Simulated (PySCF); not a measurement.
**One shape, several levels: triplet AlHO2**

Aim: a comparison of 6 runs (U-wB97X-V/STO-3G, UM06-2X/STO-3G, UPBE/STO-3G, UPBE0/STO-3G, UMP2/STO-3G, FCI/STO-3G) of triplet AlHO2. Input form: a Python script.

The results are computed with PySCF 2.14.0.

10 further runs of the same task are left out: 1 that didn't finish, 9 set aside as unsound or not needed.

**1. The structure to begin with**

The species is AlHO2 (4 atoms), meant as a triplet with charge 0. As SMILES of the parent species, `[O]=[Al][OH]`. Geometry: a GFN2-xTB relaxation, a rough one for these elements and not checked as a minimum. That shape belongs to the parent species and isn't relaxed for this state.

Bond lengths: O1–Al2 1.572 Å, Al2–O3 1.628 Å, O3–H4 0.949 Å. Angles: O1–Al2–O3 180.0°, Al2–O3–H4 179.6°.

**2. The energy at U-wB97X-V/STO-3G (run 1)**

File calc.py:

```python
from pyscf import gto, dft

molecule = gto.M(
    atom='''
O     -1.605830    -1.403740    -0.651200
Al    -0.474020    -0.415070    -0.191330
O      0.698750     0.609040     0.285100
H      1.381100     1.209770     0.557430
''',
    charge=0,
    max_memory=1860,
    verbose=4,
    spin=2,
    basis='sto-3g',
)

mf = dft.UKS(molecule, xc='wb97x-v')
mf.conv_tol = 1e-10
mf.grids.level = 5
mf.nlcgrids.level = 1
mf.kernel()
if not mf.converged:
    mf = mf.newton().run(mf.mo_coeff, mf.mo_occ)

e_tot = mf.e_tot
print(f'total energy: {e_tot:.8f} hartree')
```

On the command line:

```
OMP_NUM_THREADS=1 python calc.py
```

The program printed:

```text
PySCF version 2.14.0

[INPUT] num. atoms = 4
[INPUT] num. electrons = 30
[INPUT] charge = 0
[INPUT] spin (= nelec alpha-beta = 2S) = 2
[INPUT] symmetry False subgroup None
[INPUT] Mole.unit = angstrom
[INPUT] Symbol           X                Y                Z      unit          X                Y                Z       unit  Magmom
[INPUT]  1 O     -1.605830000000  -1.403740000000  -0.651200000000 AA   -3.034578902610  -2.652684150097  -1.230589652317 Bohr   0.0
[INPUT]  2 Al    -0.474020000000  -0.415070000000  -0.191330000000 AA   -0.895767977566  -0.784368622523  -0.361561299413 Bohr   0.0
[INPUT]  3 O      0.698750000000   0.609040000000   0.285100000000 AA    1.320446129540   1.150918798905   0.538760918113 Bohr   0.0
[INPUT]  4 H      1.381100000000   1.209770000000   0.557430000000 AA    2.609900750637   2.286133973715   1.053390033616 Bohr   0.0

nuclear repulsion = 87.5523509861287
number of shells = 12
number of NR pGTOs = 60
number of NR cGTOs = 20
basis = sto-3g
ecp = {}

[... 44 lines left out ...]
WARN: beta  nocc = 14  HOMO -0.448771967124352 >= LUMO -0.448771282525341
[... 1 line left out ...]
WARN: HOMO -0.0728838294545178 >= LUMO -0.448771282525341
[... 50 lines left out ...]
converged SCF energy = -388.167892604305  <S^2> = 2.0035879  2S+1 = 3.002391
total energy: -388.16789260 hartree
```

Wall time 34 s (1 thread of Arm Neoverse N1, shared host); peak memory 0.21 GiB.

**3. A single-point energy at UM06-2X/STO-3G (run 2)**

File calc.py:

```python
from pyscf import gto, dft

mol = gto.M(
    atom=[
    ('O', (-1.605830, -1.403740, -0.651200)),
    ('Al', (-0.474020, -0.415070, -0.191330)),
    ('O', (0.698750, 0.609040, 0.285100)),
    ('H', (1.381100, 1.209770, 0.557430)),
],
    charge=0,
    max_memory=1860,
    basis='sto-3g',
    spin=2,
    verbose=3,
)

mf = dft.UKS(mol, xc='m06-2x')
mf.grids.level = 5
mf.conv_tol = 1e-10
mf.kernel()
if not mf.converged:
    mf = mf.newton().run(mf.mo_coeff, mf.mo_occ)

etot = mf.e_tot
print('E = %.10f Eh' % etot)
```

On the command line:

```
OMP_NUM_THREADS=1 python calc.py
```

The program printed:

```text
WARN: HOMO -0.0755311167160158 >= LUMO -0.444372101678053

converged SCF energy = -388.25901202713  <S^2> = 2.0038703  2S+1 = 3.0025791
E = -388.2590120271 Eh
```

Wall time 18 s (1 thread of Arm Neoverse N1, shared host); peak memory 0.22 GiB.

**4. The energy at UPBE/STO-3G (run 3)**

File calc.py:

```python
from pyscf import gto, dft

molecule = gto.M(
    atom='O -1.605830 -1.403740 -0.651200; Al -0.474020 -0.415070 -0.191330; O 0.698750 0.609040 0.285100; H 1.381100 1.209770 0.557430',
    verbose=4,
    max_memory=1860,
    basis='sto-3g',
    spin=2,
)

ks = dft.UKS(molecule, xc='pbe')
ks.grids.level = 5
ks.conv_tol = 1e-10
ks.kernel()
if not ks.converged:
    ks = ks.newton().run(ks.mo_coeff, ks.mo_occ)

e_tot = ks.e_tot
print(f'total energy: {e_tot:.8f} hartree')
```

On the command line:

```
OMP_NUM_THREADS=1 python calc.py
```

The program printed:

```text
PySCF version 2.14.0

[INPUT] num. atoms = 4
[INPUT] num. electrons = 30
[INPUT] charge = 0
[INPUT] spin (= nelec alpha-beta = 2S) = 2
[INPUT] symmetry False subgroup None
[INPUT] Mole.unit = angstrom
[INPUT] Symbol           X                Y                Z      unit          X                Y                Z       unit  Magmom
[INPUT]  1 O     -1.605830000000  -1.403740000000  -0.651200000000 AA   -3.034578902610  -2.652684150097  -1.230589652317 Bohr   0.0
[INPUT]  2 Al    -0.474020000000  -0.415070000000  -0.191330000000 AA   -0.895767977566  -0.784368622523  -0.361561299413 Bohr   0.0
[INPUT]  3 O      0.698750000000   0.609040000000   0.285100000000 AA    1.320446129540   1.150918798905   0.538760918113 Bohr   0.0
[INPUT]  4 H      1.381100000000   1.209770000000   0.557430000000 AA    2.609900750637   2.286133973715   1.053390033616 Bohr   0.0

nuclear repulsion = 87.5523509861287
number of shells = 12
number of NR pGTOs = 60
number of NR cGTOs = 20
basis = sto-3g
ecp = {}

[... 36 lines left out ...]
[... the frontier-level lines of each cycle are left out ...]
[... 1 line left out ...]
[... 9 lines left out ...]
[... 5 lines left out ...]
[... 5 lines left out ...]
[... 5 lines left out ...]
[... 5 lines left out ...]
[... 5 lines left out ...]

cycle= 8 E= -387.956130293374  delta_E= -4.52e-05  |g|= 0.00133  |ddm|= 0.0108


cycle= 9 E= -387.95613153631  delta_E= -1.24e-06  |g|= 0.000326  |ddm|= 0.00149


cycle= 10 E= -387.956131618959  delta_E= -8.26e-08  |g|= 8.49e-06  |ddm|= 0.000527


cycle= 11 E= -387.956131619016  delta_E= -5.72e-11  |g|= 6.67e-07  |ddm|= 2.03e-05


Extra cycle  E= -387.956131619018  delta_E= -2.33e-12  |g|= 2.31e-06  |ddm|= 1.91e-05
converged SCF energy = -387.956131619018  <S^2> = 2.0017953  2S+1 = 3.0011966
total energy: -387.95613162 hartree
```

It took 7.2 s on 1 thread of Arm Neoverse N1, shared host; peak memory 0.21 GiB.

Runs 4 to 5 aren't shown in full; the table further down has their settings and results.

**5. A single-point energy at FCI/STO-3G (run 6)**

File geometry.xyz:

```xyz
4

O     -1.605830    -1.403740    -0.651200
Al    -0.474020    -0.415070    -0.191330
O      0.698750     0.609040     0.285100
H      1.381100     1.209770     0.557430
```

File run.py:

```python
from pyscf import gto, mcscf

mol = gto.M(
    atom='geometry.xyz',
    max_memory=1860,
    basis='sto-3g',
    spin=2,
    verbose=3,
)

calc0 = mol.ROHF()
calc0.conv_tol = 1e-10
calc0.kernel()
if not calc0.converged:
    calc0 = calc0.newton().run(calc0.mo_coeff, calc0.mo_occ)

cas = mcscf.CASCI(calc0, calc0.mo_coeff.shape[-1] - 7, (mol.nelec[0] - 7, mol.nelec[1] - 7))  # full CI above the frozen core
cas.fix_spin_(ss=2.0)
cas.kernel()
energy = cas.e_tot
print('Final energy', energy)
```

On the command line:

```
OMP_NUM_THREADS=1 python run.py
```

The program printed:

```text
converged SCF energy = -387.111774143941
CASCI E = -387.213212419644  E(CI) = -55.6615759927273  S^2 = 2.0000000
Final energy -387.2132124196438
```

Wall time 70 s (1 thread of Arm Neoverse N1, shared host); peak memory 0.38 GiB.

**6. Overview of the runs**

```tsv
run	level	nlc grid	integration grid	energy (Eh)	dipole moment (D) of the reference	⟨S²⟩	wall time
1	U-wB97X-V/STO-3G	1	5	-388.167893	0.95	2.004	34 s
2	UM06-2X/STO-3G	–	5	-388.259012	0.87	2.004	18 s
3	UPBE/STO-3G	–	5	-387.956132	1.63	2.002	7.2 s
4	UPBE0/STO-3G	–	5	-388.006204	1.08	2.003	7.5 s
5	UMP2/STO-3G	–	–	-387.185674	0.63	2.010	1.2 s
6	FCI/STO-3G	–	–	-387.213212	0.68	–	70 s
```

**7. Outcome**

| quantity | value |
| --- | --- |
| run 6: total energy | -387.21321 Eh |
| run 6: dipole moment (Hartree–Fock density) | 0.68 D |
| run 6: correlation energy (7 core orbitals frozen) | -101.4 mEh |

What this shows: Against full CI in this basis: UMP2 +27.5 mEh. Over runs 1, 2, 3, 4 the dipole moment (its size) runs from 0.87 D (UM06-2X/STO-3G) to 1.63 D (UPBE/STO-3G). Totals of different functionals can't be ranked against each other. In runs 1, 2, 3, 4, 5, 6 the basis is minimal, so the values are rough. All runs together took 2.3 min, the longest 70 s.
